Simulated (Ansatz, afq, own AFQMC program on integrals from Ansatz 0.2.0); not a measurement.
Al₂H₃, doublet: AFQMC among the cluster methods

| atom | x (Å) | y (Å) | z (Å) |
| --- | --- | --- | --- |
| Al | 0.0000 | 0.0000 | 1.9145 |
| Al | 0.0000 | 0.0000 | -1.9795 |
| H | 0.0000 | 1.4042 | 2.6535 |
| H | 0.0000 | -1.4042 | 2.6535 |
| H | 0.0000 | 0.0000 | -3.5689 |

Connectivity, by distances: AlH2 ··· AlH.

Basis cc-pVDZ. Noble-gas cores (and the filled d shells of Ga–Kr and In–Xe) are frozen. Integrals, coupled cluster, full CI and functionals: Ansatz 0.2.0; the random walks run on the same integrals in our own AFQMC program. ph-AFQMC/CISD is guided by a CISD state made of CCSD amplitudes; releasing the constraint for a short imaginary time cuts its bias at the price of noise, slowly where states lie close. Error bars are statistical, one sigma.

Determinant: ROHF, the one that the program's search chose, which needn't be the lowest solution. The geometry is a point of a scan.

No full CI on the walks' own integrals is used here; CCSDT(Q) serves as the reference and is uncertain by about the last step of the cluster series.

Cautions: higher spins were not checked; a spin-contaminated unrestricted determinant lies lower (UHF 78 meV lower, ⟨S²⟩ 0.99).

The T1 diagnostic is 0.0179. The weight of the determinant in the CISD state is 0.866 and the size of the correlated space is 9 electrons in 41 orbitals.

```tsv
level	correlation energy (eV)
MP2	-3.0637
CCSD	-4.1997
CCSD(T)	-4.2678
```

(1) Estimate where AFQMC with the constraint released lies against CCSD(T) on the same integrals.

(1) 2.2 ± 0.8 kJ/mol below CCSD(T).

Reference: CCSDT(Q), correlation energy -4.295 eV. The released energy is read at 2.40 1/Eh (meV from the phaseless value at times in 1/Eh: -5 ± 12 at 0.24, -3 ± 9 at 0.51, -10 ± 8 at 0.99, 6 ± 7 at 1.62, -9 ± 8 at 2.40).

```csv
level,E − E(reference) (kJ/mol),share of correlation (%)
CCSD(T),2.6,99.37
CCSDT,0.2,99.95
ph-AFQMC/CISD,1.3 ± 1.1,99.69
released AFQMC,0.4 ± 0.8,99.90
```

A walk keeps the symmetry of its determinant, which the program's search chose and which needn't be the lowest solution, so a lower state of the same spin and another symmetry isn't excluded. Released energies are given only where the last usable release times agree within the noise; a slower fall can still hide under it.
